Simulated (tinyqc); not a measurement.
MP2 on RHF in the sto-3g basis, for H2O, spin multiplicity 1, step by step (part 2 of 2). Computed by tinyqc, a small Python program that keeps every step (integrals from PySCF). Command: `OMP_NUM_THREADS=1 python tinyqc.py 20332 20333 out.jsonl` (the two numbers bound the seeds that draw the settings). One thread of a shared host (Intel(R) Xeon(R) Processor @ 2.60GHz), about 0.2 s of CPU time with the checks.

Geometry (angstrom):
```
atom       x        y       z
O     0.0000   0.0000  0.0000
H     0.0000   0.7990  0.5880
H     0.0000  -0.7990  0.5880
```

## Second-order Moller-Plesset energy

orbital energies (hartree): [-20.2421, -1.2482, -0.6040, -0.4421, -0.3871, 0.5661, 0.7101]

Two-electron integrals over orbitals (pq|rs), unique and non-zero (hartree):
```
(11|11) 4.7450      (21|11) -0.4196     (21|21) 0.0589      (22|11) 1.0072
(22|21) -0.0136     (22|22) 0.7246      (31|31) 0.0107      (32|31) 0.0174
(32|32) 0.1416      (33|11) 0.7876      (33|21) -0.0044     (33|22) 0.6361
(33|33) 0.6220      (41|11) 0.1770      (41|21) -0.0221     (41|22) 0.0149
(41|33) 0.0061      (41|41) 0.0270      (42|11) -0.1320     (42|21) 0.0088
(42|22) -0.0031     (42|33) 0.0064      (42|41) 0.0193      (42|42) 0.1265
(43|31) -0.0030     (43|32) 0.0228      (43|43) 0.0484      (44|11) 0.9900
(44|21) -0.0130     (44|22) 0.6751      (44|33) 0.5905      (44|41) -0.0109
(44|42) -0.1037     (44|44) 0.7685      (51|51) 0.0260      (52|51) 0.0327
(52|52) 0.1459      (53|53) 0.0280      (54|51) -0.0129     (54|52) -0.0457
(54|54) 0.0540      (55|11) 1.1153      (55|21) -0.0118     (55|22) 0.7485
(55|33) 0.6209      (55|41) 0.0049      (55|42) -0.0709     (55|44) 0.7229
(55|55) 0.8802      (61|11) -0.2310     (61|21) 0.0347      (61|22) -0.0015
(61|33) 1.66e-04    (61|41) 1.91e-04    (61|42) 0.0203      (61|44) -0.0183
(61|55) -0.0061     (61|61) 0.0298      (62|11) 0.2996      (62|21) -0.0067
(62|22) 0.1399      (62|33) 0.0720      (62|41) 0.0185      (62|42) 0.0234
(62|44) 0.0844      (62|55) 0.1553      (62|61) 0.0071      (62|62) 0.0998
(63|31) 0.0029      (63|32) -0.0419     (63|43) -0.0313     (63|63) 0.0741
(64|11) 0.2283      (64|21) -0.0024     (64|22) 0.1019      (64|33) 0.0437
(64|41) 0.0025      (64|42) -0.0324     (64|44) 0.1235      (64|55) 0.1224
(64|61) -2.64e-04   (64|62) 0.0621      (64|64) 0.0731      (65|51) 0.0153
(65|52) 0.0580      (65|54) -1.31e-04   (65|65) 0.0376      (66|11) 0.7913
(66|21) -0.0071     (66|22) 0.6057      (66|33) 0.5647      (66|41) 0.0204
(66|42) 0.0571      (66|44) 0.5460      (66|55) 0.5835      (66|61) 0.0083
(66|62) 0.0939      (66|64) 0.0458      (66|66) 0.5912      (71|31) 0.0151
(71|32) 0.0229      (71|43) -0.0044     (71|63) 0.0035      (71|71) 0.0212
(72|31) 0.0141      (72|32) 0.0444      (72|43) -0.0325     (72|63) 0.0340
(72|71) 0.0188      (72|72) 0.0636      (73|11) 0.3652      (73|21) -0.0073
(73|22) 0.1458      (73|33) 0.0901      (73|41) -0.0006     (73|42) -0.0751
(73|44) 0.1584      (73|55) 0.1934      (73|61) -0.0066     (73|62) 0.0756
(73|64) 0.0821      (73|66) 0.0391      (73|73) 0.1532      (74|31) -0.0091
(74|32) -0.0754     (74|43) -0.0009     (74|63) 0.0473      (74|71) -0.0127
(74|72) -0.0172     (74|74) 0.0683      (75|53) 0.0238      (75|75) 0.0248
(76|31) 0.0089      (76|32) 0.0972      (76|43) 0.0512      (76|63) -0.0674
(76|71) 0.0120      (76|72) -0.0076     (76|74) -0.0582     (76|76) 0.1162
(77|11) 0.8664      (77|21) -0.0094     (77|22) 0.6211      (77|33) 0.6037
(77|41) 0.0040      (77|42) -0.0163     (77|44) 0.6037      (77|55) 0.6232
(77|61) -0.0050     (77|62) 0.0678      (77|64) 0.0443      (77|66) 0.5613
(77|73) 0.0966      (77|77) 0.6155
```

Hartree-Fock energy = -74.963540 hartree

E2 = sum_ijab (ia|jb) [2 (ia|jb) - (ib|ja)] / (e_i + e_j - e_a - e_b) over occupied i, j and virtual a, b; the opposite-spin part is (ia|jb)^2 / denominator, the rest is same-spin, and SCS-MP2 scales them by 6/5 and 1/3.

Terms:
```
i  j  a  b    (ia|jb)    (ib|ja)  denominator       term
3  3  7  7     0.1532     0.1532      -2.6282    -0.0089
3  4  7  6     0.0821     0.0473      -2.3223    -0.0041
4  3  6  7     0.0821     0.0473      -2.3223    -0.0041
2  3  6  7     0.0756     0.0340      -3.1285    -0.0028
3  2  7  6     0.0756     0.0340      -3.1285    -0.0028
2  2  6  6     0.0998     0.0998      -3.6287    -0.0027
4  4  6  6     0.0731     0.0731      -2.0164    -0.0026
3  3  6  6     0.0741     0.0741      -2.3403    -0.0023
4  4  7  7     0.0683     0.0683      -2.3044    -0.0020
2  4  6  6     0.0621     0.0621      -2.8226    -0.0014
4  2  6  6     0.0621     0.0621      -2.8226    -0.0014
2  2  7  7     0.0636     0.0636      -3.9166    -0.0010
5  5  6  6     0.0376     0.0376      -1.9064    -0.0007
5  5  7  7     0.0248     0.0248      -2.1943  -2.80e-04
3  4  6  7     0.0473     0.0821      -2.3223  -2.53e-04
4  3  7  6     0.0473     0.0821      -2.3223  -2.53e-04
2  4  7  7    -0.0172    -0.0172      -3.1105  -9.53e-05
4  2  7  7    -0.0172    -0.0172      -3.1105  -9.53e-05
2  3  7  6     0.0340     0.0756      -3.1285   8.28e-05
3  2  6  7     0.0340     0.0756      -3.1285   8.28e-05
1  1  6  6     0.0298     0.0298     -41.6164  -2.14e-05
2  1  7  7     0.0188     0.0188     -22.9105  -1.54e-05
1  2  7  7     0.0188     0.0188     -22.9105  -1.54e-05
1  1  7  7     0.0212     0.0212     -41.9044  -1.07e-05
4  1  7  7    -0.0127    -0.0127     -22.1044  -7.27e-06
1  4  7  7    -0.0127    -0.0127     -22.1044  -7.27e-06
3  1  7  6    -0.0066     0.0035     -22.1223  -4.96e-06
1  3  6  7    -0.0066     0.0035     -22.1223  -4.96e-06
1  2  6  6     0.0071     0.0071     -22.6226  -2.21e-06
2  1  6  6     0.0071     0.0071     -22.6226  -2.21e-06
3  1  6  7     0.0035    -0.0066     -22.1223  -2.17e-06
1  3  7  6     0.0035    -0.0066     -22.1223  -2.17e-06
4  1  6  6  -2.64e-04  -2.64e-04     -21.8164  -3.19e-09
1  4  6  6  -2.64e-04  -2.64e-04     -21.8164  -3.19e-09
```

Pair energies (hartree; pair i-j sums ij and ji):
```
pair  opposite spin  same spin
1-1       -3.21e-05     0.0000
2-1       -3.53e-05     0.0000
2-2         -0.0038     0.0000
3-1       -5.04e-06  -9.24e-06
3-2         -0.0044    -0.0011
3-3         -0.0113     0.0000
4-1       -1.45e-05     0.0000
4-2         -0.0029     0.0000
4-3         -0.0077    -0.0010
4-4         -0.0047     0.0000
5-5         -0.0010     0.0000
```

MP2 correlation energy = -0.038040 hartree

SCS-MP2 correlation energy = -0.043775 hartree

MP2 total energy = -75.001580 hartree
